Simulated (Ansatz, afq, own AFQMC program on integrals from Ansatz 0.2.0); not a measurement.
Pt, singlet: AFQMC among the cluster methods

A free Pt atom.

Basis def2-SVP with its core potentials. Only valence electrons are correlated. Integrals, coupled cluster, full CI and functionals: Ansatz 0.2.0; the random walks run on the same integrals in our own AFQMC program. ph-AFQMC/CISD is guided by a CISD state made of CCSD amplitudes; releasing the constraint for a short imaginary time cuts its bias at the price of noise, slowly where states lie close. ± is one standard error of the sampling. No spin–orbit coupling. The metal's outer-core s and p shells are frozen, which shifts wave-function levels against functionals.

Determinant: RHF, the one that the program's search chose, which needn't be the lowest solution.

No full CI on the walks' own integrals is used here; CCSDTQ serves as the reference and is uncertain by about the last step of the cluster series.

Cautions: no spin-orbit coupling; outer-core shells of the metal frozen; another spin lies lower (by 425 meV); restricted determinant unstable towards unrestricted (UHF 692 meV lower, ⟨S²⟩ 1.01); the released energies rise steadily instead of settling, so no released level is given (meV from the phaseless value at times in 1/Eh: -24 ± 3 at 0.60, -18 ± 4 at 1.20, -12 ± 4 at 2.00, 3 ± 7 at 3.00, 4 ± 15 at 4.20); the ph-AFQMC/CISD walk drifts between its halves (2.3 errors); CCSDTQ on the UHF determinant differs (351 meV lower), perhaps since the unrestricted series falls towards higher spin.

- T1 diagnostic: 0.0090
- weight of the determinant in the CISD state: 0.924
- size of the correlated space: 10 electrons in 28 orbitals

Reference: CCSDTQ, correlation energy -6.041 eV.

```tsv
level	E − E(reference) (kJ/mol)	share of correlation (%)
HF	582.9	0.00
MP2	-3.5	100.60
CCSD	19.6	96.64
CCSD(T)	2.2	99.62
CCSDT	0.3	99.95
CCSDT(Q)	0.6	99.89
ph-AFQMC/HF	-37.8 ± 2.3	106.48
ph-AFQMC/CISD	-7.9 ± 0.3	101.36
```

CCSDT and higher add their correlation energy to the determinant of the CCSD(T) run, since their own runs factorise the integrals more tightly (a shift of under 2 meV). A walk keeps the symmetry of its determinant, which the program's search chose and which needn't be the lowest solution, so a lower state of the same spin and another symmetry isn't excluded.
